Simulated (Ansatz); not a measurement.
Geometry optimisation, RKS revPBE-D4/6-31G* (Ansatz).

Input file:

```yaml
crystal:
  periodic: [false, false, false]
  atoms:
    - { symbol: B, position_ang: [0.122332, -0.328509, 0.148635] }
    - { symbol: "N", position_ang: [0.063202, -0.568887, 1.602465] }
    - { symbol: H, position_ang: [-0.811526, -0.667142, 2.112915] }
    - { symbol: H, position_ang: [0.891234, -0.745636, 2.167628] }
    - { symbol: H, position_ang: [1.205604, -0.311914, -0.375139] }
    - { symbol: H, position_ang: [-0.916853, -0.173317, -0.441428] }
    - { symbol: P, position_ang: [-0.377112, 2.670922, 0.828488] }
    - { symbol: H, position_ang: [-1.797985, 2.496448, 0.936155] }
    - { symbol: H, position_ang: [-0.370502, 3.79819, 1.723612] }
    - { symbol: H, position_ang: [-0.099093, 1.688146, 1.823268] }
basis:
  gaussian: { orbitals: "6-31G*" }
hamiltonian:
  xc: revpbe
  dispersion: d4
relax:
  f_tol: 0.03
  max_steps: 50
```

Launched with:

```bash
$ ansatz run input.yaml --threads 1 --pin off --max-ram 2048MiB --backend cpu --events-out ev --progress --plain --runs-dir out
```

Q: Where does it end, and by what steps?

A: The run converged. After 11 steps the energy has fallen by 0.259 eV; H10 moved furthest, 0.97 Å.

```csv
step,energy less start (eV),largest force component (eV/Å),accepted
0,0.0000,2.272,yes
1,-0.1737,1.090,yes
2,-0.2179,0.499,yes
3,-0.2299,0.266,yes
4,-0.2412,0.118,yes
5,-0.2498,0.045,yes
6,-0.2486,0.393,no
7,-0.2547,0.032,yes
8,-0.2576,0.096,yes
9,-0.2557,0.195,no
10,-0.2583,0.069,yes
11,-0.2591,0.026,yes
```

```xyz
10
Properties=species:S:1:pos:R:3
B 0.100 -0.568 0.051
N 0.027 -0.669 1.451
H -0.849 -0.700 1.970
H 0.848 -0.723 2.052
H 1.186 -0.551 -0.474
H -0.930 -0.510 -0.577
P -0.215 2.796 1.090
H -1.546 2.262 1.047
H -0.681 4.110 1.453
H -0.030 2.411 2.462
```

Run time: 28 s on 1 thread of Arm Neoverse V1 (shared host), peak memory 0.13 GiB.
